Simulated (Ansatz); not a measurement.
Mulliken charges of `C=CS` from B3LYP/def2-TZVPP in Ansatz (PBE0-D4/def2-TZVP geometry).

```
atom   x (Å)   y (Å)   z (Å)  charge (e)
  C1  -0.578   0.641  -0.747      -0.246
  C2  -0.058  -0.030   0.273      -0.071
  S3   1.336  -1.079   0.132      -0.085
  H4  -1.445   1.272  -0.598       0.107
  H5  -0.165   0.587  -1.748       0.089
  H6  -0.490   0.041   1.265       0.105
  H7   1.399  -1.432   1.423       0.099
```

By hand: the dipole of these point charges (1 e Å = 4.8032 D).

Σ q r = (-0.050, -0.013, 0.207) e Å, of length 0.213 e Å = 1.02 D.

How does the dipole of the full density compare? (Estimate.)

Computed: (-0.102, 0.029, 0.209) e Å, 1.13 D; the point charges give 0.90 times that, at 16° from its direction.

Point charges leave out the atoms' own dipoles, such as those of lone pairs, and Mulliken's split depends on the basis, so the close match here is no proof of good charges.

B3LYP here is the variant with VWN-RPA as its local correlation; programs differ in this.
